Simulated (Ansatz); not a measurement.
Basis-set extrapolation for `NC1CCC1` (PBE0-D4/def2-TZVP geometry, frozen core, Ansatz 0.2.0). Multiplicity 1, RHF reference.

```csv
,def2-TZVPP,def2-QZVPP
HF,-211.206725,-211.216733
MP2 correlation,-0.900600,-0.958122
CCSD(T) correlation,-0.983562,not run
```

Energies in hartree. Use E(X) = E(∞) + A·exp(−7.88·√X) for Hartree–Fock and E(X) = E(∞) + B·X^(−2.97) for correlation, with X = 3 and 4, and add CCSD(T) minus MP2 of the smaller set to the MP2 limit.

Q: What is the CCSD(T) energy at the basis-set limit?

A: HF limit: -211.216733 + (-0.010008) × 0.13774 = -211.21811. MP2 limit: -0.958122 + (-0.057522) × 0.74074 = -1.00073. Higher-order term: -0.983562 − (-0.900600) = -0.08296. Total: -212.30180 hartree, 70.0 kcal/mol below CCSD(T)/def2-TZVPP.
